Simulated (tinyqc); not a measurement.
MP2 on RHF in the sto-3g basis, frozen core, for H2F+, spin multiplicity 1, step by step. Computed by tinyqc, a small Python program that keeps every step (integrals from PySCF). Settings: charge = 1, multiplicity = 1, basis = sto-3g, method = RHF, frozen orbitals = 1, energy threshold = 1e-10, iteration cap = 78, orthogonalisation = symmetric, start = atomic densities, DIIS depth = 6. Command: `OMP_NUM_THREADS=1 python tinyqc.py 29571 29572 out.jsonl` (the two numbers bound the seeds that draw the settings). One thread of a shared host (Intel(R) Xeon(R) Processor @ 2.60GHz), about 0.1 s of CPU time with the checks. The early iterations of the SCF are left out here.

## One-electron integrals

Geometry (angstrom):

| atom | x | y | z |
|---|---|---|---|
| F | 0.000000 | 0.000000 | 0.000000 |
| H | 0.000000 | 0.820000 | 0.678000 |
| H | 0.000000 | -0.840000 | 0.695000 |

Basis sto-3g: exponents (1/bohr^2) and contraction coefficients of normalised primitives:

| element | l (shell) | exponent | coefficient |
|---|---|---|---|
| F | s (1) | 166.679130 | 0.154329 |
| F | s (1) | 30.360812 | 0.535328 |
| F | s (1) | 8.216821 | 0.444635 |
| F | s (2) | 6.464803 | -0.099967 |
| F | s (2) | 1.502281 | 0.399513 |
| F | s (2) | 0.488588 | 0.700115 |
| F | p (3) | 6.464803 | 0.155916 |
| F | p (3) | 1.502281 | 0.607684 |
| F | p (3) | 0.488588 | 0.391957 |
| H | s (1) | 3.425251 | 0.154329 |
| H | s (1) | 0.623914 | 0.535328 |
| H | s (1) | 0.168855 | 0.444635 |

Overlap, kinetic and nuclear-attraction integrals over the contracted functions; the nuclear repulsion is the sum of Za Zb / Rab.

nuclear repulsion = 9.16329955 hartree

overlap S, lower triangle:
```
           1F 1s     1F 2s    1F 2px     1F 2py    1F 2pz     2H 1s     3H 1s
1F 1s   1.000000
1F 2s   0.237990  1.000000
1F 2px  0.000000  0.000000  1.000000
1F 2py  0.000000  0.000000  0.000000   1.000000
1F 2pz  0.000000  0.000000  0.000000   0.000000  1.000000
2H 1s   0.034795  0.356567  0.000000   0.228147  0.188639  1.000000
3H 1s   0.032673  0.341503  0.000000  -0.220588  0.182510  0.203131  1.000000
```

kinetic energy T (hartree), lower triangle:
```
            1F 1s     1F 2s    1F 2px     1F 2py    1F 2pz      2H 1s     3H 1s
1F 1s   36.984577
1F 2s   -0.212858  1.037995
1F 2px   0.000000  0.000000  3.248015
1F 2py   0.000000  0.000000  0.000000   3.248015
1F 2pz   0.000000  0.000000  0.000000   0.000000  3.248015
2H 1s   -0.006779  0.063256  0.000000   0.132773  0.109781   0.760032
3H 1s   -0.007261  0.054218  0.000000  -0.120988  0.100103  -0.000830  0.760032
```

nuclear attraction V (hartree), lower triangle:
```
             1F 1s       1F 2s      1F 2px      1F 2py      1F 2pz      2H 1s      3H 1s
1F 1s   -77.992306
1F 2s    -9.410688  -12.521750
1F 2px    0.000000    0.000000  -12.376782
1F 2py   -0.000412   -0.004775    0.000000  -12.469346
1F 2pz   -0.013917   -0.171389    0.000000   -0.002475  -12.440104
2H 1s    -1.411728   -3.345277    0.000000   -1.846863   -1.575626  -5.913942
3H 1s    -1.324845   -3.181189    0.000000    1.766908   -1.509932  -1.321453  -5.819016
```

core Hamiltonian H = T + V (hartree), lower triangle:
```
             1F 1s       1F 2s     1F 2px     1F 2py     1F 2pz      2H 1s      3H 1s
1F 1s   -41.007729
1F 2s    -9.623545  -11.483755
1F 2px    0.000000    0.000000  -9.128767
1F 2py   -0.000412   -0.004775   0.000000  -9.221332
1F 2pz   -0.013917   -0.171389   0.000000  -0.002475  -9.192089
2H 1s    -1.418507   -3.282022   0.000000  -1.714090  -1.465846  -5.153910
3H 1s    -1.332105   -3.126972   0.000000   1.645920  -1.409829  -1.322283  -5.058984
```

## Two-electron integrals

Functions are numbered as in S; the eight-fold symmetry (ij|kl) = (ji|kl) = (kl|ij) leaves the list below.

Two-electron integrals (ij|kl) in chemists' order, unique and non-zero (hartree):
```
(11|11) 5.403501    (21|11) 0.841920    (21|21) 0.156299    (22|11) 1.268028
(22|21) 0.292344    (22|22) 0.926167    (31|31) 0.027998    (32|31) 0.043169
(32|32) 0.204588    (33|11) 1.264502    (33|21) 0.292403    (33|22) 0.925959
(33|33) 0.997514    (41|41) 0.027998    (42|41) 0.043169    (42|42) 0.204588
(43|43) 0.053770    (44|11) 1.264502    (44|21) 0.292403    (44|22) 0.925959
(44|33) 0.889973    (44|44) 0.997514    (51|51) 0.027998    (52|51) 0.043169
(52|52) 0.204588    (53|53) 0.053770    (54|54) 0.053770    (55|11) 1.264502
(55|21) 0.292403    (55|22) 0.925959    (55|33) 0.889973    (55|44) 0.889973
(55|55) 0.997514    (61|11) 0.124776    (61|21) 0.022974    (61|22) 0.042719
(61|33) 0.042653    (61|41) 0.000726    (61|42) 0.001364    (61|44) 0.042775
(61|51) 0.000600    (61|52) 0.001128    (61|54) 0.000101    (61|55) 0.042736
(61|61) 0.003412    (62|11) 0.322272    (62|21) 0.075325    (62|22) 0.266974
(62|33) 0.263029    (62|41) 0.003962    (62|42) 0.031160    (62|44) 0.269902
(62|51) 0.003276    (62|52) 0.025764    (62|54) 0.005682    (62|55) 0.267728
(62|61) 0.011240    (62|62) 0.095456    (63|31) 0.007809    (63|32) 0.046560
(63|43) 0.006528    (63|53) 0.005398    (63|63) 0.014017    (64|11) 0.171072
(64|21) 0.040491    (64|22) 0.153611    (64|33) 0.147083    (64|41) 0.009669
(64|42) 0.063520    (64|44) 0.163912    (64|51) 0.001538    (64|52) 0.014023
(64|54) 0.008518    (64|55) 0.149662    (64|61) 0.006291    (64|62) 0.067380
(64|64) 0.061225    (65|11) 0.141448    (65|21) 0.033479    (65|22) 0.127010
(65|33) 0.121612    (65|41) 0.001538    (65|42) 0.014023    (65|44) 0.124732
(65|51) 0.009081    (65|52) 0.058155    (65|54) 0.009108    (65|55) 0.134541
(65|61) 0.005201    (65|62) 0.055712    (65|64) 0.039032    (65|65) 0.046290
(66|11) 0.485119    (66|21) 0.115242    (66|22) 0.471541    (66|33) 0.455673
(66|41) 0.007452    (66|42) 0.082983    (66|44) 0.483637    (66|51) 0.006162
(66|52) 0.068613    (66|54) 0.023121    (66|55) 0.474791    (66|61) 0.017298
(66|62) 0.218297    (66|64) 0.179156    (66|65) 0.148131    (66|66) 0.774606
(71|11) 0.117113    (71|21) 0.021566    (71|22) 0.040111    (71|33) 0.040049
(71|41) -0.000680   (71|42) -0.001278   (71|44) 0.040163    (71|51) 0.000562
(71|52) 0.001057    (71|54) -0.000095   (71|55) 0.040127    (71|61) 0.003165
(71|62) 0.010296    (71|64) 0.005299    (71|65) 0.004768    (71|66) 0.015737
(71|71) 0.003006    (72|11) 0.306453    (72|21) 0.071644    (72|22) 0.254394
(72|33) 0.250613    (72|41) -0.003766   (72|42) -0.029788   (72|44) 0.257196
(72|51) 0.003116    (72|52) 0.024646    (72|54) -0.005447   (72|55) 0.255120
(72|61) 0.010429    (72|62) 0.075605    (72|64) 0.036570    (72|65) 0.042952
(72|66) 0.142903    (72|71) 0.010038    (72|72) 0.087120    (73|31) 0.007380
(73|32) 0.044184    (73|43) -0.006219   (73|53) 0.005145    (73|63) 0.010743
(73|73) 0.012714    (74|11) -0.163886   (74|21) -0.038795   (74|22) -0.147447
(74|33) -0.141208   (74|41) 0.009160    (74|42) 0.060492    (74|44) -0.157274
(74|51) -0.001473   (74|52) -0.013493   (74|54) 0.008147    (74|55) -0.143691
(74|61) -0.005410   (74|62) -0.036951   (74|64) -0.007441   (74|65) -0.020567
(74|66) -0.062960   (74|71) -0.005656   (74|72) -0.061971   (74|74) 0.056474
(75|11) 0.135596    (75|21) 0.032098    (75|22) 0.121995    (75|33) 0.116833
(75|41) -0.001473   (75|42) -0.013493   (75|44) 0.119834    (75|51) 0.008599
(75|52) 0.055348    (75|54) -0.008702   (75|55) 0.129178    (75|61) 0.004866
(75|62) 0.043195    (75|64) 0.020483    (75|65) 0.035000    (75|66) 0.090409
(75|71) 0.004679    (75|72) 0.051273    (75|74) -0.036206   (75|75) 0.042670
(76|11) 0.118841    (76|21) 0.028097    (76|22) 0.110216    (76|33) 0.107884
(76|41) -0.000010   (76|42) -0.000128   (76|44) 0.109663    (76|51) 0.001849
(76|52) 0.018235    (76|54) -0.000032   (76|55) 0.112984    (76|61) 0.004160
(76|62) 0.040734    (76|64) 0.025052    (76|65) 0.027174    (76|66) 0.104155
(76|71) 0.003907    (76|72) 0.039096    (76|74) -0.024363   (76|75) 0.026273
(76|76) 0.022637    (77|11) 0.474613    (77|21) 0.112767    (77|22) 0.462488
(77|33) 0.447118    (77|41) -0.007184   (77|42) -0.080676   (77|44) 0.474194
(77|51) 0.005944    (77|52) 0.066750    (77|54) -0.022402   (77|55) 0.465653
(77|61) 0.016401    (77|62) 0.147125    (77|64) 0.064275    (77|65) 0.092449
(77|66) 0.315111    (77|71) 0.015887    (77|72) 0.206435    (77|74) -0.170811
(77|75) 0.141326    (77|76) 0.104155    (77|77) 0.774606
```

## Orthogonalisation

S = U s U^T; symmetric (Loewdin) form X = U s^(-1/2) U^T, so that X^T S X = 1.

eigenvalues of S: 0.494702  0.566287  0.893059  1.000000  1.101485  1.231482  1.712984

X, lower triangle:
```
            1F 1s      1F 2s    1F 2px     1F 2py     1F 2pz      2H 1s     3H 1s
1F 1s    1.023526
1F 2s   -0.134351   1.124565
1F 2px   0.000000   0.000000  1.000000
1F 2py  -0.000289   0.003326  0.000000   1.050218
1F 2pz  -0.005658   0.053164  0.000000   0.001524   1.027605
2H 1s    0.016728  -0.193239  0.000000  -0.147306  -0.100155   1.104800
3H 1s    0.015965  -0.180754  0.000000   0.141664  -0.094826  -0.080636  1.096100
```

## Iteration 8 (converged): orbitals

converged F (hartree), lower triangle:
```
             1F 1s      1F 2s     1F 2px     1F 2py     1F 2pz      2H 1s      3H 1s
1F 1s   -26.598451
1F 2s    -6.782003  -3.602747
1F 2px    0.000000   0.000000  -1.020158
1F 2py   -0.000528  -0.004005   0.000000  -0.929301
1F 2pz   -0.022589  -0.106833   0.000000  -0.002727  -0.962563
2H 1s    -1.008728  -1.072690   0.000000  -0.470769  -0.437615  -0.785105
3H 1s    -0.947626  -1.023943   0.000000   0.457098  -0.425908  -0.352175  -0.757841
```

Diagonalise F' = X^T F X, C = X C', fill 5 alpha and 5 beta electrons from the bottom; D = 2 C_occ C_occ^T. Each column has its largest component positive (the first on a tie).

F' = X^T F X (hartree), lower triangle:
```
            1          2          3          4          5          6          7
1  -26.121149
2   -3.433170  -2.279546
3    0.000000   0.000000  -1.020158
4   -0.001215   0.003240   0.000000  -0.760833
5   -0.042947   0.035387   0.000000   0.001504  -0.863512
6   -0.115449  -0.433746   0.000000  -0.387530  -0.298134  -0.387347
7   -0.102311  -0.410441   0.000000   0.377139  -0.287766  -0.082537  -0.390864
```

orbital energies (hartree): MO1 -26.607877, MO2 -2.016703, MO3 -1.120260, MO4 -1.054894, MO5 -1.020158, MO6 -0.057662, MO7 0.054145

coefficients C:
```
              MO1        MO2        MO3        MO4       MO5        MO6        MO7
1F 1s    0.994809  -0.251072   0.005125   0.067423  0.000000   0.093949   0.011897
1F 2s    0.022039   0.955374  -0.026466  -0.335307  0.000000  -0.568644  -0.076383
1F 2px   0.000000   0.000000   0.000000   0.000000  1.000000   0.000000   0.000000
1F 2py   0.000099   0.003580   0.760697  -0.037237  0.000000   0.075044  -0.747695
1F 2pz   0.002237   0.100358   0.037496   0.845387  0.000000  -0.589029  -0.068832
2H 1s   -0.003722   0.083950   0.352464   0.222951  0.000000   0.624787   0.851515
3H 1s   -0.003497   0.079301  -0.330592   0.253901  0.000000   0.781964  -0.691665
```

D after iteration 8, lower triangle:
```
            1F 1s      1F 2s    1F 2px     1F 2py    1F 2pz      2H 1s     3H 1s
1F 1s    2.114507
1F 2s   -0.481373   2.052714
1F 2px   0.000000   0.000000  2.000000
1F 2py   0.001174  -0.008450  0.000000   1.160120
1F 2pz   0.068439  -0.377056  0.000000  -0.005195  1.452324
2H 1s   -0.015883  -0.007928  0.000000   0.520232  0.420225   0.361998
3H 1s   -0.015929  -0.001400  0.000000  -0.521303  0.420399  -0.106488  0.360116
```

## Convergence

Stop when the energy changes by less than 1e-10 hartree and every element of the error matrix X^T (F D S - S D F) X is below 3e-06.

Course of the cycle:

| iteration | E (hartree) | change | largest element of the error matrix |
|---|---|---|---|
| 1 | -93.99646076 | - | 1.02e+00 |
| 2 | -98.71224176 | -4.72e+00 | 3.02e-01 |
| 3 | -98.84171546 | -1.29e-01 | 2.10e-02 |
| 4 | -98.84220792 | -4.92e-04 | 5.55e-03 |
| 5 | -98.84223621 | -2.83e-05 | 3.46e-04 |
| 6 | -98.84223645 | -2.44e-07 | 7.02e-05 |
| 7 | -98.84223646 | -7.67e-09 | 6.71e-06 |
| 8 | -98.84223646 | -4.90e-11 | 4.79e-07 |

PySCF RHF in the same basis = -98.84223646 hartree

Converged in 8 iterations.

## Integrals over molecular orbitals

(pq|rs) = sum C_ip C_jq C_kr C_ls (ij|kl), one index at a time.

one-electron integrals over orbitals h = C^T H C (hartree), lower triangle:
```
            1          2          3          4          5          6          7
1  -40.990083
2    0.692197  -9.595241
3   -0.013579   0.025042  -7.984980
4   -0.175493   0.385188  -0.032499  -8.486573
5    0.000000   0.000000   0.000000   0.000000  -9.128767
6   -0.249322   1.277621  -0.172542   1.586261   0.000000  -5.637396
7   -0.031540   0.162178   2.140606   0.062106   0.000000  -0.001755  -5.843933
```

Two-electron integrals over orbitals (pq|rs), unique and non-zero (hartree); the lowest 1 orbital is frozen and left out:
```
(22|22) 0.860646    (32|22) 0.000763    (32|32) 0.155714    (33|22) 0.757610
(33|32) -0.001861   (33|33) 0.731850    (42|22) -0.004814   (42|32) 0.000412
(42|33) -0.010106   (42|42) 0.156877    (43|22) 0.002632    (43|32) 0.005052
(43|33) 0.003898    (43|42) -0.004332   (43|43) 0.050452    (44|22) 0.798060
(44|32) -0.005136   (44|33) 0.700881    (44|42) -0.087093   (44|43) 0.003227
(44|44) 0.849074    (52|52) 0.182368    (53|52) -0.002714   (53|53) 0.038502
(54|52) -0.035802   (54|53) 0.000931    (54|54) 0.052669    (55|22) 0.881719
(55|32) -0.003836   (55|33) 0.746887    (55|42) -0.057082   (55|43) 0.004008
(55|44) 0.814482    (55|55) 0.997514    (62|22) -0.140437   (62|32) 0.005778
(62|33) -0.090364   (62|42) -0.046950   (62|43) -0.001847   (62|44) -0.085801
(62|55) -0.141401   (62|62) 0.076826    (63|22) 0.017157    (63|32) 0.016666
(63|33) 0.016191    (63|42) -0.005407   (63|43) 0.016929    (63|44) 0.012185
(63|55) 0.018730    (63|62) -0.007137   (63|63) 0.061379    (64|22) -0.160260
(64|32) -0.004782   (64|33) -0.099937   (64|42) 0.026291    (64|43) -0.003806
(64|44) -0.164899   (64|55) -0.169450   (64|62) 0.059383    (64|63) -0.014662
(64|64) 0.094399    (65|52) -0.047907   (65|53) 0.002546    (65|54) -0.010470
(65|65) 0.025284    (66|22) 0.575620    (66|32) -0.014810   (66|33) 0.551561
(66|42) 0.065416    (66|43) -0.011741   (66|44) 0.543435    (66|55) 0.551016
(66|62) -0.058477   (66|63) -0.014651   (66|64) -0.029208   (66|66) 0.553854
(72|22) -0.018020   (72|32) -0.065575   (72|33) -0.008092   (72|42) -0.001207
(72|43) 0.024493    (72|44) -0.013613   (72|55) -0.017911   (72|62) 0.003522
(72|63) 0.024972    (72|64) 0.007178    (72|66) -0.008874   (72|72) 0.054867
(73|22) -0.206749   (73|32) 0.008636    (73|33) -0.165103   (73|42) 0.062519
(73|43) 0.000138    (73|44) -0.187435   (73|55) -0.229980   (73|62) 0.064006
(73|63) -0.004933   (73|64) 0.098747    (73|66) -0.022439   (73|72) 0.010609
(73|73) 0.162440    (74|22) -0.005891   (74|32) 0.057662    (74|33) -0.003045
(74|42) -0.003015   (74|43) -0.003030   (74|44) -0.007666   (74|55) -0.006469
(74|62) 0.004807    (74|63) 0.043405    (74|64) -0.002525   (74|66) -0.016476
(74|72) -0.009098   (74|73) 0.010038    (74|74) 0.053436    (75|52) -0.006023
(75|53) -0.024964   (75|54) 0.000210    (75|65) 0.001020    (75|75) 0.018787
(76|22) 0.002474    (76|32) 0.082668    (76|33) 0.001588    (76|42) 0.002339
(76|43) 0.050751    (76|44) -0.004855   (76|55) 0.000362    (76|62) -0.003170
(76|63) 0.072374    (76|64) -0.012078   (76|66) -0.030568   (76|72) 0.008778
(76|73) 0.012776    (76|74) 0.063768    (76|76) 0.147762    (77|22) 0.595381
(77|32) 0.019515    (77|33) 0.598604    (77|42) 0.012727    (77|43) 0.009825
(77|44) 0.569141    (77|55) 0.580024    (77|62) -0.040791   (77|63) 0.020506
(77|64) -0.030095   (77|66) 0.530185    (77|72) -0.003601   (77|73) -0.051993
(77|74) 0.013811    (77|76) 0.029700    (77|77) 0.572617
```

## Second-order Moller-Plesset energy

Hartree-Fock energy = -98.84223646 hartree

E2 = sum_ijab (ia|jb) [2 (ia|jb) - (ib|ja)] / (e_i + e_j - e_a - e_b) over occupied i, j and virtual a, b; the opposite-spin part is (ia|jb)^2 / denominator, the rest is same-spin, and SCS-MP2 scales them by 6/5 and 1/3.

Terms:

| i | j | a | b | (ia\|jb) | (ib\|ja) | denominator | term |
|---|---|---|---|---|---|---|---|
| 3 | 3 | 7 | 7 | 0.162440 | 0.162440 | -2.348809 | -0.011234 |
| 3 | 4 | 7 | 6 | 0.098747 | 0.043405 | -2.171637 | -0.007007 |
| 4 | 3 | 6 | 7 | 0.098747 | 0.043405 | -2.171637 | -0.007007 |
| 4 | 4 | 6 | 6 | 0.094399 | 0.094399 | -1.994465 | -0.004468 |
| 3 | 2 | 7 | 6 | 0.064006 | 0.024972 | -3.133446 | -0.002105 |
| 2 | 3 | 6 | 7 | 0.064006 | 0.024972 | -3.133446 | -0.002105 |
| 3 | 3 | 6 | 6 | 0.061379 | 0.061379 | -2.125196 | -0.001773 |
| 2 | 2 | 6 | 6 | 0.076826 | 0.076826 | -3.918082 | -0.001506 |
| 4 | 4 | 7 | 7 | 0.053436 | 0.053436 | -2.218077 | -0.001287 |
| 2 | 4 | 6 | 6 | 0.059383 | 0.059383 | -2.956273 | -0.001193 |
| 4 | 2 | 6 | 6 | 0.059383 | 0.059383 | -2.956273 | -0.001193 |
| 2 | 2 | 7 | 7 | 0.054867 | 0.054867 | -4.141695 | -0.000727 |
| 5 | 5 | 6 | 6 | 0.025284 | 0.025284 | -1.924991 | -0.000332 |
| 3 | 4 | 6 | 7 | 0.043405 | 0.098747 | -2.171637 | 0.000239 |
| 4 | 3 | 7 | 6 | 0.043405 | 0.098747 | -2.171637 | 0.000239 |
| 5 | 5 | 7 | 7 | 0.018787 | 0.018787 | -2.148604 | -0.000164 |
| 3 | 2 | 6 | 7 | 0.024972 | 0.064006 | -3.133446 | 0.000112 |
| 2 | 3 | 7 | 6 | 0.024972 | 0.064006 | -3.133446 | 0.000112 |
| 4 | 3 | 6 | 6 | -0.014662 | -0.014662 | -2.059830 | -0.000104 |
| 3 | 4 | 6 | 6 | -0.014662 | -0.014662 | -2.059830 | -0.000104 |
| 4 | 3 | 7 | 7 | 0.010038 | 0.010038 | -2.283443 | -0.000044 |
| 3 | 4 | 7 | 7 | 0.010038 | 0.010038 | -2.283443 | -0.000044 |
| 2 | 3 | 7 | 7 | 0.010609 | 0.010609 | -3.245252 | -0.000035 |
| 3 | 2 | 7 | 7 | 0.010609 | 0.010609 | -3.245252 | -0.000035 |
| 2 | 4 | 7 | 7 | -0.009098 | -0.009098 | -3.179886 | -0.000026 |
| 4 | 2 | 7 | 7 | -0.009098 | -0.009098 | -3.179886 | -0.000026 |
| 2 | 4 | 7 | 6 | 0.007178 | 0.004807 | -3.068080 | -0.000022 |
| 4 | 2 | 6 | 7 | 0.007178 | 0.004807 | -3.068080 | -0.000022 |
| 2 | 3 | 6 | 6 | -0.007137 | -0.007137 | -3.021639 | -0.000017 |
| 3 | 2 | 6 | 6 | -0.007137 | -0.007137 | -3.021639 | -0.000017 |
| 3 | 3 | 7 | 6 | -0.004933 | -0.004933 | -2.237002 | -0.000011 |
| 3 | 3 | 6 | 7 | -0.004933 | -0.004933 | -2.237002 | -0.000011 |
| 4 | 2 | 7 | 6 | 0.004807 | 0.007178 | -3.068080 | -3.82e-06 |
| 2 | 4 | 6 | 7 | 0.004807 | 0.007178 | -3.068080 | -3.82e-06 |
| 2 | 2 | 6 | 7 | 0.003522 | 0.003522 | -4.029889 | -3.08e-06 |
| 2 | 2 | 7 | 6 | 0.003522 | 0.003522 | -4.029889 | -3.08e-06 |
| 4 | 4 | 6 | 7 | -0.002525 | -0.002525 | -2.106271 | -3.03e-06 |
| 4 | 4 | 7 | 6 | -0.002525 | -0.002525 | -2.106271 | -3.03e-06 |
| 5 | 5 | 6 | 7 | 0.001020 | 0.001020 | -2.036798 | -5.11e-07 |
| 5 | 5 | 7 | 6 | 0.001020 | 0.001020 | -2.036798 | -5.11e-07 |

Pair energies (hartree; pair i-j sums ij and ji):

| pair | opposite spin | same spin |
|---|---|---|
| 2-2 | -0.002239 | 0 |
| 3-2 | -0.003116 | -0.000973 |
| 3-3 | -0.013029 | 0 |
| 4-2 | -0.002486 | -3.67e-06 |
| 4-3 | -0.011012 | -0.002821 |
| 4-4 | -0.005761 | 0 |
| 5-5 | -0.000497 | 0 |

MP2 correlation energy = -0.04193814 hartree

SCS-MP2 correlation energy = -0.04703518 hartree

MP2 total energy = -98.88417460 hartree
